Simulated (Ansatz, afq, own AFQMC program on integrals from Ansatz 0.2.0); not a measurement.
Two steps: Ansatz 0.2.0 writes the Fock matrix and Cholesky factors of the valence space, and afq projects on them the lowest state that overlaps trial and start.

```yaml
crystal:
  periodic: [false, false, false]
  atoms:
    - {symbol: Ge, position_ang: [0.000000, 0.000000, 0.332919]}
    - {symbol: C, position_ang: [0.000000, 0.000000, -1.809081]}
    - {symbol: H, position_ang: [0.000000, 1.285282, 1.155904]}
    - {symbol: H, position_ang: [0.000000, -1.285282, 1.155904]}
    - {symbol: H, position_ang: [0.000000, 0.923283, -2.373694]}
    - {symbol: H, position_ang: [0.000000, -0.923283, -2.373694]}
basis:
  gaussian: {orbitals: 6-31G}
magnetization: {spin_polarized: false}
correlation: {method: ccsd_t, electrons: outside_noble_gas, hamiltonian_folder: ham}
```

```sh
$ ansatz run in.yaml --threads 1 --pin off --events-out ev --progress --plain --max-ram 1382MiB
```

Options of the walk:

```
--method phaseless --trial hf --walkers 180 --populations 1 --least-time 40 --time-step 0.005 --steps-per-block 20 --equilibration-blocks 112 --max-blocks 600 --target-error 0.00126 --factor-cut 1e-05 --seed 3793 --taylor-order 6
```

Times are imaginary, in 1/Eh. The walk had a cap of 508 s. Filled inner d shells are frozen with the cores.

Output of the walk:

```
orbitals 31  electrons 6 6  factors 251 of 505
reference energy -2115.06688874 Eh
CCSD correlation -0.20805292 Eh in 11 cycles, weight of the determinant in the CISD state 0.8196
energy of the start -2115.066889 Eh
 block  time / (1/Eh)  mean weight  energy / Eh
     1     0.100  1.0009  -2115.099932
     2     0.200  1.0003  -2115.122692
     3     0.300  1.0005  -2115.141414
     4     0.400  1.0004  -2115.159186
     5     0.500  1.0022  -2115.161783
     8     0.800  1.0018  -2115.208500
    18     1.800  1.0009  -2115.253725
    69     6.900  0.9989  -2115.273490
   120    12.000  1.0000  -2115.275132
   137    13.700  0.9984  -2115.333938
   171    17.100  0.9997  -2115.259318
   222    22.200  1.0013  -2115.287549
   273    27.300  1.0013  -2115.259465
   324    32.400  1.0000  -2115.303923
   375    37.500  1.0005  -2115.280713
   426    42.600  0.9997  -2115.327560
   477    47.700  0.9997  -2115.281149
   528    52.800  0.9989  -2115.295385
   562    56.200  0.9986  -2115.233165
   579    57.900  0.9981  -2115.274426
   630    63.000  0.9994  -2115.249344
   681    68.100  1.0003  -2115.271836
   698    69.800  0.9989  -2115.277038
blocks merged  error / Eh  count
     1  0.000975  600
     2  0.001300  300
     4  0.001714  150
     8  0.002137  75
    16  0.002619  37
    32  0.003126  18
    64  0.002926  9
energy -2115.279071 +/- 0.003126 Eh
(rows thinned)
```

The run passed its tests (sampling time, drift between the halves within three errors, error under three times the target), which doesn't prove that it has relaxed.

Against this walk (error 85.1 meV) on the same determinant: CCSD(T) 117.6 meV lower (within the noise), a separate phaseless walk with a CISD trial and standard settings 129.5 ± 86.8 meV lower (within the noise). The error is statistical and leaves out the bias of the constraint. None of these is a sure reference here.

Cautions: constraint bias not in the error; error above the target (85.1 against 34.3 meV); no relativity below Rb; no spin-orbit coupling; inner d shell frozen; higher spins were not checked; restricted determinant unstable towards unrestricted (UHF 1.06 eV lower, ⟨S²⟩ 0.88); strong correlation (T1 0.017, weight of the determinant 0.82, largest double 0.30); the CCSD(T) amplitudes may be one of several solutions (largest double 0.30).

The walk took 2.3 min on 1 thread of Arm Neoverse V2 (shared host). The log's last line is the phaseless energy.

A walk keeps the symmetry of its determinant, which the program's search chose and which needn't be the lowest solution, so a lower state of the same spin and another symmetry isn't excluded.
